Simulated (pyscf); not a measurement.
Single points on ωB97X-D3(BJ)/def2-SVP structures (PySCF, gas phase).

**Question.** For `[PH2][PH2]` + `[SiH4]` → `[SiH3][PH][PH2]` + `[H][H]`, a four-centre exchange (singlet surface; H–P, H–Si broken, P–Si, H–H formed), PBE/def2-TZVP gives ΔE‡ = 239.6 kJ/mol and ΔE = -8.2 kJ/mol (zero: the separated reactants). In which direction and how far do B3LYP-D3(BJ)/def2-TZVP, M06-2X/def2-TZVP, ωB97M-D3(BJ)/def2-TZVP move these?

**Answer.** B3LYP-D3(BJ): ΔE‡ = 268.8 kJ/mol, ΔE = -6.3 kJ/mol; M06-2X: ΔE‡ = 277.1 kJ/mol, ΔE = -8.6 kJ/mol; ωB97M-D3(BJ): ΔE‡ = 279.1 kJ/mol, ΔE = -2.4 kJ/mol. PBE's barrier lies under all of them, by 29.2 to 39.4 kJ/mol. Its reaction energy matches one of them and lies within 5.7 kJ/mol of the others. Low barriers are usual for a GGA, whose delocalisation error favours stretched bonds. At the saddle there is also a short H–Si contact that neither side keeps. This is the saddle that the search found; another between the same sides may lie lower.
